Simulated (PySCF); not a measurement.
Homolysis of single bonds, series Al Cl-NH2. All species are isolated molecules in the gas phase. Strings in code marks are SMILES.

These are r2SCAN-D4/def2-TZVP (PySCF) values and carry that method's errors. 

| species | dipole moment (D) |
|---|---|
| whole molecule (`[Al]([Cl])([Cl])[Cl]`) | 0.00 |
| radical fragment (`[Cl]`) | 0.00 |
| radical fragment (`[Cl][Al][Cl]`) | 1.43 |
| whole molecule (`[NH2][Al]([Cl])[Cl]`) | 2.36 |
| radical fragment (`[NH2]`) | 1.95 |
| whole molecule (`[Al]([NH2])([NH2])[NH2]`) | 0.00 |
